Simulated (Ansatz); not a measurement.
## Ansatz (development build ahead of 0.2.0) run

```yaml
crystal:
  periodic: [false, false, false]
  atoms:
    - { symbol: Si, position_ang: [0.0, 0.0, 0.0] }
    - { symbol: O, position_ang: [0.0, 0.0, 1.6709] }
basis:
  gaussian: { orbitals: def2-SVP }
total_charge: 1
magnetization:
  initial_magnetization: 1
hamiltonian:
  xc: hf
correlation:
  method: mp2
  frozen_orbitals: { O: 1, Si: 5 }
scf:
  omitted_lower_state_checks: [stability, starts, atomic_configurations, cluster_reference, orbital_swaps, given_window_search, neighbouring_geometries, increment]
```

The input is written out in the form of the current development build from the run's settings. Correlation on restricted open-shell orbitals is semicanonical, with singles.

Results

```
Converged                                                          : yes
Reference energy                                                   : -363.23769 hartree
Correlation energy                                                 : -0.22175 hartree
Total energy                                                       : -363.45944 hartree
Spin squared of the determinant                                    : 0.750
Occupied orbitals by symmetry in an Abelian subgroup (alpha; beta) : 7 A1 2 B1 2 B2; 6 A1 2 B1 2 B2
```

Messages of the program:
```
mean field -9884.20104367 eV, -363.2376886028 hartree, gradient 2.1e-6 eV, S^2 0.750000; 0 other ends of a descent, 0 dependent functions left out
```

This is not the lowest solution: another run reaches a determinant 1.07 eV lower. Caution: an unrestricted determinant lies well below; MP2 on this radical cation hangs on the determinant chosen; another reference gives a lower total.
